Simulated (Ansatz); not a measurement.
Compare A (`CC(F)=C(F)F`) with its isomer B (`C=CC(F)(F)F`).

Calculated with Ansatz (gas phase, PBE0-D4/def2-TZVP geometries, no zero-point term in ΔE). CCSD(T)/CBS is the MP2 limit (def2-TZVPP, def2-QZVPP) plus CCSD(T) − MP2 in def2-TZVPP, frozen cores. Functionals use def2-TZVPP. B3LYP here is the variant with VWN-RPA as its local correlation; programs differ in this.

Problem. Which is lower in electronic energy at CCSD(T)/CBS, and by how much? (An estimate is asked.)

Solution. Computed: B, by 19.8 kcal/mol.

Problem. Give E(B) − E(A) in kcal/mol with PBE-D4, BLYP-D4, CCSD/def2-TZVPP, LDA (SPW92), ωB97M-V, MP2/def2-TZVPP, B3LYP. (An estimate is asked.)

Solution. Ansatz gave: PBE-D4 -14.3, BLYP-D4 -15.2, CCSD/def2-TZVPP -20.3, LDA (SPW92) -13.9, ωB97M-V -18.6, MP2/def2-TZVPP -20.3, B3LYP -16.3. None reverses the order clearly.

Problem. Does the order hold for the free energy at 298.15 K (harmonic terms from PBE0-D4)? (Estimate.)

Solution. Ansatz gave: Yes: G(B) − G(A) = -19.5 kcal/mol.

Largest T1 diagnostic: 0.012.

In def2-TZVPP, CCSD(T) changes the Hartree–Fock value by +2.5 kcal/mol (the triples alone add +0.2 kcal/mol) and MP2 by +2.4 kcal/mol. From PBE to PBE0 (25 % exact exchange), in def2-TZVPP and without D4, E(B) − E(A) moves by −1.9 kcal/mol.
